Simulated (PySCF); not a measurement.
Homolysis of single bonds, series Al Br-SiH3. Gas-phase values, no solvent. Strings in code marks are SMILES.

The highest occupied spin orbital from two functionals at the same geometries (PBE0-D3(BJ)/def2-TZVP), both in PySCF: PBE-D3(BJ)/def2-TZVP and ωB97X-D3(BJ)/def2-TZVP. 

```json
[
 {"species": "radical fragment (`[Br][Al][Br]`)", "PBE-D3(BJ)/def2-TZVP (eV)": "-5.55"},
 {"species": "radical fragment (`[SiH3]`)", "PBE-D3(BJ)/def2-TZVP (eV)": "-5.32"},
 {"species": "radical fragment (`[SiH3][Al][Br]`)", "PBE-D3(BJ)/def2-TZVP (eV)": "-4.84"},
 {"species": "radical fragment (`[SiH3][Al][SiH3]`)", "PBE-D3(BJ)/def2-TZVP (eV)": "-4.58"}
]
```

### Question
What does ωB97X-D3(BJ)/def2-TZVP give for each?

### Answer

- radical fragment (`[Br][Al][Br]`): -8.66
- radical fragment (`[SiH3]`): -8.59
- radical fragment (`[SiH3][Al][Br]`): -7.84
- radical fragment (`[SiH3][Al][SiH3]`): -7.47
Over these rows, drawn at random from the members with no instability flagged (it was tested for open shells, ions and some series alone), PBE minus ωB97X-D3(BJ): mean +3.07 eV, from +2.89 eV to +3.27 eV.
